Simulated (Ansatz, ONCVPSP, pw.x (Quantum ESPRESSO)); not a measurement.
**Ge: one change to the ONCV potential, in the atom and in the diamond crystal**

```
Element                 : germanium
Generator               : ONCVPSP 4.0.1.1 (patched build)
Type                    : optimised norm-conserving Vanderbilt (ONCV)
Functional              : LDA (Perdew-Wang 92)
Relativity              : scalar-relativistic
Frozen core             : [Ar] 3d10
Valence charge          : 4
Reference configuration : 4s2 4p2
Partial waves           : 4s: rc 1.80 bohr, ncon 4, nbas 8, qcut 3.3 1/bohr, 1 projector; 4p: rc 1.95 bohr, ncon 4, nbas 7, qcut 3.5 1/bohr, 2 projectors, debl 1.7 Ha; d scattering state at 0.2 Ha: rc 2.15 bohr, ncon 3, nbas 7, qcut 3.8 1/bohr, 1 projector
Local potential         : polynomial inside 1.15 bohr (lpopt 1, dvloc0 0 Ha)
Core correction         : Teter function, fcfact 3, rcfact 1.5
```

Change: reference 4s2; wave 4p: rc 1.95 bohr, ncon 4, nbas 7, qcut 3.5 1/bohr, 2 projectors, debl 1.7 Ha becomes p scattering state at 0.35 Ha: rc 1.95 bohr, ncon 4, nbas 7, qcut 3.5 1/bohr, 2 projectors, debl 1.7 Ha.

Cutoffs, loose and tight: the cutoffs (Ha) at which the residual kinetic energy of the hardest occupied pseudo-wave falls to 1 and 0.1 mHa per electron. They do not see the model core or the augmentation charge, which bear on the density cutoff. Test errors are all-electron minus pseudo excitation energies from the reference, over the configurations 4s2 4p1; 4s2 4p0; 4s1 4p0; 4s2 4p1.5; variants that change the core or the reference have their own tests.

Crystal test: diamond Ge in pw.x 7.5, no spin, 8³ k-points, Fermi–Dirac smearing 0.01 Ry, cutoffs set for each file from its atomic test. The reference is all-electron LAPW (Ansatz 0.2.0) with the same functional, mesh and smearing; V0 and B0 come from Birch–Murnaghan fits to the pressures at five volumes. Errors are pseudo minus all-electron; Δ is the rms difference of the E(V) curves that follow from these fits, minima aligned, over ±6 % about the mean V0. Mesh and smearing are coarse, so the numbers serve the comparison and aren't converged zero-temperature values; the lattice is a test structure that the element need not adopt.

All-electron: a0 = 5.625 Å (V0 = 22.24 Å³/atom), B0 = 69.8 GPa.

Task: Does the change bring the crystal closer to the all-electron result?

Result: The mean pressure error goes from -0.43 to +0.63 GPa, so the change moves the solid further from the all-electron pressures.

| quantity | base | changed |
| --- | --- | --- |
| outcome (atom) | generated | generated, projector energies reset by the program |
| cutoff, loose (atom) | 26 Ha | 31 Ha |
| cutoff, tight (atom) | 51 Ha | 52 Ha |
| bound ghosts (atom) | none | s |
| largest test error (meV) (atom) | -158 | -47 |
| cutoffs in pw.x (Ry) | 120/480 | 120/480 |
| a0 (Å) | 5.614 | 5.642 |
| a0 error (%) | -0.19 | +0.31 |
| B0 error (%) | +1.4 | -3.6 |
| Δ (meV/atom) | 2.0 | 3.1 |
| mean pressure error (GPa) | -0.43 | +0.63 |

Base: The generator flags a localised state at positive energy (s at 2 eV). Changed file: Note: ghosts flagged at negative energy: s at -15.6 eV; no localised positive-energy state flagged. A true bound ghost makes a file unfit for plane-wave use.
